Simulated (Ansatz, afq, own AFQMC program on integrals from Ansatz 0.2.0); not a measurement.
Integrals from Ansatz 0.2.0, then the random walk in our own AFQMC program (afq).

```yaml
crystal:
  periodic: [false, false, false]
  atoms:
    - {symbol: C, position_ang: [0.029920, 0.053379, -0.000170]}
    - {symbol: H, position_ang: [1.123072, 0.067276, -0.000403]}
    - {symbol: H, position_ang: [-0.528692, 0.993123, -0.002972]}
    - {symbol: H, position_ang: [-0.950913, -1.696470, 0.005401]}
basis:
  gaussian: {orbitals: cc-pVDZ}
total_charge: 1
magnetization: {spin_polarized: true, initial_magnetization: 0}
correlation: {method: ccsd_t, electrons: outside_noble_gas, hamiltonian_folder: ham}
```

```sh
$ ansatz run in.yaml --threads 1 --pin off --events-out ev --progress --plain --max-ram 16896MiB --backend cuda --devices 0, --max-vram 18GiB
```

afq runs on the folder ham with

```
--method phaseless --trial hf --walkers 4000 --populations 20 --least-time 40 --time-step 0.005 --steps-per-block 20 --equilibration-blocks 160 --max-blocks 4000 --target-error 0.00145 --factor-cut 1e-05 --start spin_pure --seed 7346 --taylor-order 6
```

Times are imaginary, in 1/Eh. The walk had a cap of 49 s. With eight or more populations the least sampling time is a fifth of least-time, and the error comes from their spread.

afq prints:

```
orbitals 28  electrons 3 3  factors 199 of 263
reference energy -39.09308429 Eh
CCSD correlation -0.13619909 Eh in 13 cycles, weight of the determinant in the CISD state 0.7259
energy of the start -39.107141 Eh
 block  time / (1/Eh)  mean weight  energy / Eh
     1     0.100  1.0005  -39.133913
     2     0.200  1.0009  -39.153815
     3     0.300  1.0007  -39.169264
     4     0.400  1.0009  -39.181175
     5     0.500  1.0006  -39.191199
     7     0.700  1.0006  -39.204565
     9     0.900  1.0002  -39.212416
    13     1.300  0.9998  -39.222625
    25     2.500  0.9999  -39.231319
    37     3.700  1.0000  -39.236086
    49     4.900  1.0002  -39.238379
    61     6.100  1.0001  -39.234651
    73     7.300  0.9999  -39.235897
    85     8.500  0.9998  -39.235039
    97     9.700  0.9997  -39.235917
   109    10.900  0.9999  -39.233889
   121    12.100  1.0002  -39.232516
   133    13.300  0.9997  -39.235590
   145    14.500  0.9999  -39.232631
   157    15.700  1.0002  -39.234165
   169    16.900  1.0000  -39.235310
   181    18.100  1.0001  -39.235862
   187    18.700  0.9997  -39.229751
   193    19.300  1.0006  -39.231685
   205    20.500  1.0000  -39.233644
   217    21.700  1.0001  -39.232464
   229    22.900  0.9998  -39.236764
   235    23.500  0.9999  -39.233009
error from the spread of 20 populations
energy -39.233706 +/- 0.000617 Eh
(rows thinned)
```

The run passed its tests (sampling time, drift between the halves within three errors, error under three times the target), which doesn't prove that it has relaxed.

Against this walk (error 16.8 meV) on the same determinant: CCSD(T) 10.3 meV higher (within the noise), CCSDT(Q) 36.3 meV lower, CCSDTQ 37.1 meV lower, full CI 37.4 meV lower, a separate phaseless walk with a CISD trial and standard settings 23.3 ± 17.1 meV lower (within the noise). The error is statistical and leaves out the bias of the constraint. The determinant has ⟨S²⟩ = 0.57, so the low cluster orders mix in higher spin, while the walk starts as a pure singlet. The determinant is a poor start (see the cautions), so the low cluster orders aren't to be relied on, and full CI is the sure value.

Cautions: constraint bias not in the error; strong correlation (T1 0.116, weight of the determinant 0.73, largest double 0.28); unrestricted determinant spin contaminated (⟨S²⟩ 0.57 against 0.00).

The walk took 36 s on 1 × NVIDIA H100 80GB HBM3 with 2 threads of AMD EPYC 7R13 Processor (Zen 3), on a shared host (the card was shared). The log's last line is the phaseless energy.

CCSDT and higher add their correlation energy to the determinant of the CCSD(T) run, since their own runs factorise the integrals more tightly (a shift of under 2 meV). A walk keeps the symmetry of its determinant, which the program's search chose and which needn't be the lowest solution, so a lower state of the same spin and another symmetry isn't excluded.
